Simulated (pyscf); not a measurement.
Single points on ωB97X-D3(BJ)/def2-SVP structures (PySCF, gas phase).

SMILES: [F][W](=[O])([F])([F])[F]
```xyz
6

O      1.2634     1.4481    -0.4049
W      0.0951     0.2944    -0.1283
F     -0.8676     0.9163     1.3304
F     -1.3581     0.8240    -1.1516
F      0.3788    -1.0006    -1.4257
F      0.8681    -0.9053     1.0564
```

Question: How much does it cost (ΔH, 298 K, ωB97M-D3(BJ)/def2-TZVP) to split O=W(F)(F)(F)–F at its F–W bond into [O=W(F)(F)–F]• + F•?

Answer: F–W to [O=W(F)(F)–F]• + F•: 5.41 eV. The 7 functionals that were run give +5.30 (M06-2X) to +5.86 eV (PBE). The radicals are drawn with the spin at the cut bond; how far it spreads was not checked. Other isomers of [O=W(F)(F)–F]• were not searched in full and may lie lower. Left out: the spin-orbit lowering of F. Open-shell species with a d-block atom are single-reference here; other states, and whether the spin sits on metal or ligand, were not checked. Elements past Kr carry the def2 core potentials, without spin-orbit coupling.
